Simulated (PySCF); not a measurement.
H3N, charge +1, multiplicity 2. Atoms are numbered in the order given.

```xyz
4

N      0.0000     0.0000     0.0000
H      1.0243     0.0000     0.0000
H     -0.5121    -0.8870     0.0000
H     -0.5121     0.8870     0.0000
```
Charge +1, spin multiplicity 2.

The structure is a stationary point at r2SCAN-D4/def2-TZVPD. The multiplicity is an assumed one; other spin states were not compared.

Method: PySCF with M06-2X/def2-TZVPD.

Mulliken values depend strongly on the basis, most of all with diffuse functions as here. ESP charges are fitted to the potential on shells at 1.4 to 2.0 van der Waals radii. Atomic charges (e):

```csv
atom,ESP fit,Mulliken,meta-Löwdin,Mulliken spin
N1,-0.27,-0.21,-0.05,1.10
H2,0.42,0.40,0.35,-0.03
H3,0.42,0.40,0.35,-0.03
H4,0.42,0.40,0.35,-0.03
```
